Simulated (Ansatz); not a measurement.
This geometry of CH2NOS (6 atoms, charge -1, multiplicity 1) is a first-order saddle point.

Computed with RKS B3LYP/def2-SVP (Ansatz 0.2.0).

```xyz
6
Properties=species:S:1:pos:R:3
N 1.111 -1.792 0.449
C 0.924 -0.658 0.143
O 0.288 0.463 -0.141
S -2.020 0.151 0.039
H 1.732 0.377 -0.176
H -2.035 1.459 -0.312
```

**Question.** Which two structures does it join? (They come from a converged band through this point; their orientation in space is the band's.)

**Answer.** Bonds broken: C2–H5, O3–S4. Bonds formed: C2–S4, O3–H5.

Initial state:

```xyz
6
Properties=species:S:1:pos:R:3
N 0.579 -1.513 0.391
C 0.945 -0.384 0.067
O 0.063 0.702 -0.195
S -1.518 -0.056 0.077
H 1.966 0.062 -0.097
H -2.035 1.189 -0.243
```

Final state:

```xyz
6
Properties=species:S:1:pos:R:3
N 0.761 -1.631 0.416
C 0.258 -0.575 0.147
O 0.765 0.688 -0.220
S -1.775 -0.149 0.114
H 1.721 0.511 -0.210
H -1.731 1.157 -0.247
```

**Question.** How far does it lie above each of them?

**Answer.** 0.96 eV above the first and 2.17 eV above the second. This is the barrier of this one path; another mechanism may lie lower. The orbitals stay closed-shell, which can raise the energy where a bond breaks towards radicals; this wasn't checked here. Limits of this set-up: an anion without diffuse functions, the dipole of an ion depends on the origin.

The run took 3.7 min on 1 thread of Arm Neoverse V2, with other jobs on the host, peak memory 0.13 GiB.
